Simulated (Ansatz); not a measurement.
For hcp Ti, B3LYP (VWN-RPA form) (plane waves, PAW; Ansatz, a quantum-chemistry and plane-wave program) gives:

```
Property                          Value
------------------------------  -------
equilibrium lattice constant a  2.937 Å
c axis length                   4.668 Å
```

**Question.** What does Hartree–Fock in Ansatz (PAW) give for the same quantities?

**Answer.** 
- lattice constant a: 2.981 Å (grows by 1.5 %)
- lattice parameter c: 4.707 Å (grows by 0.8 %)

For comparison: lattice constant a 2.950 Å (measured, 293 K, not corrected to a static lattice; as tabulated in Wikipedia's data pages); lattice parameter c 4.683 Å (measured, 293 K, no zero-point or thermal correction; as tabulated in Wikipedia's data pages).

Changes are worked out from the printed values.

Unless a cell is named, each level is at its own relaxed cell (B3LYP (VWN-RPA form) 17.43, Hartree–Fock 18.11 Å³/atom).

The crystal itself was run without spin with B3LYP (VWN-RPA form), Hartree–Fock; a magnetic state was not tried in these runs.

Ansatz's density-functional and Hartree–Fock values are scalar-relativistic unless marked +SOC, with PAW data made under PBE.
